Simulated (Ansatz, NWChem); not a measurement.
**How basis sets differ on CH4 (methane)**

CH4 has 5 atoms, charge 0, and is taken as a singlet. As SMILES, `C`. The shape is that of a PBE0-D4/def2-TZVP optimisation.

Each level gives the atomisation enthalpy at 298 K (kJ/mol). The values are calculated. The thermal term (zero-point and 298 K enthalpy, harmonic and unscaled) is that of PBE0-D4/def2-TZVP; the spin-orbit lowering of the free atoms at 298 K, 0.0 kJ/mol by their spectra, is taken off.

Measured value to compare with: Active Thermochemical Tables gives the atomisation enthalpy at 298 K of the gas as 1663 kJ/mol.

```
               level                    kind  program  value (kJ/mol)  computed − measured  CPU time (all runs)
 CAM-B3LYP/def2-SVPD  range-separated hybrid   NWChem            1669                   +6                 11 s
     CAM-B3LYP/3-21G  range-separated hybrid   Ansatz            1667                   +4               0.97 s
     CAM-B3LYP/6-31G  range-separated hybrid   Ansatz            1657                   -6                1.1 s
  CAM-B3LYP/def2-SVP  range-separated hybrid   NWChem            1664                   +1                  6 s
 CAM-B3LYP/def2-TZVP  range-separated hybrid   NWChem            1665                   +2                 16 s
CAM-B3LYP/def2-TZVPD  range-separated hybrid   NWChem            1666                   +3                 31 s
CAM-B3LYP/def2-TZVPP  range-separated hybrid   Ansatz            1669                   +6                5.5 s
```

Nearest: CAM-B3LYP/def2-SVP (+1 kJ/mol); farthest: CAM-B3LYP/6-31G (-6 kJ/mol). Without the sets that lack polarisation functions the rows with a basis span only 1664 to 1669 kJ/mol. Times are those of the runs behind each value, whatever else they computed, on shared processors of several kinds: orders of magnitude only.
